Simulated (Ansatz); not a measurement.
Two isomers of C3H5N: A = `C=C=CN`, B = `C=CN=C`.

Calculated with Ansatz (gas phase, PBE0-D4/def2-TZVP geometries, no zero-point term in ΔE). CCSD(T)/CBS adds triple-zeta CCSD(T) − MP2 to the extrapolated MP2 energy (def2 sets, frozen cores). Functionals use def2-TZVPP. B3LYP here is the variant with VWN-RPA as its local correlation; programs differ in this. One conformer a species, not always the lowest.

(1) Which isomer does CCSD(T)/CBS put lower? Give the gap. (An estimate is asked.)

(2) Give E(B) − E(A) in kJ/mol with CCSD(T)/def2-SVP, MP2/def2-TZVPP, B3LYP-D4, r2SCAN-D4, B3LYP, LDA (SPW92), HF/def2-TZVPP. (Estimate.)

(3) Does the order hold for the free energy at 298.15 K (harmonic terms from PBE0-D4)? (An estimate is asked.)

Largest T1 diagnostic: 0.012.

Results:

(1) The calculation gave: B, by 44.0 kJ/mol.

(2) Computed: CCSD(T)/def2-SVP -58.9, MP2/def2-TZVPP -45.0, B3LYP-D4 -39.1, r2SCAN-D4 -34.7, B3LYP -37.9, LDA (SPW92) -22.7, HF/def2-TZVPP -53.0. None reverses the order clearly.

(3) The calculation gave: Yes: G(B) − G(A) = -44.0 kJ/mol, for one conformer each.

At CCSD(T), def2-SVP lies −14.9 kJ/mol from the extrapolated value and def2-TZVPP −3.8 kJ/mol. In def2-TZVPP, CCSD(T) changes the Hartree–Fock value by +5.2 kJ/mol (the triples alone add −1.4 kJ/mol) and MP2 by +8.0 kJ/mol.
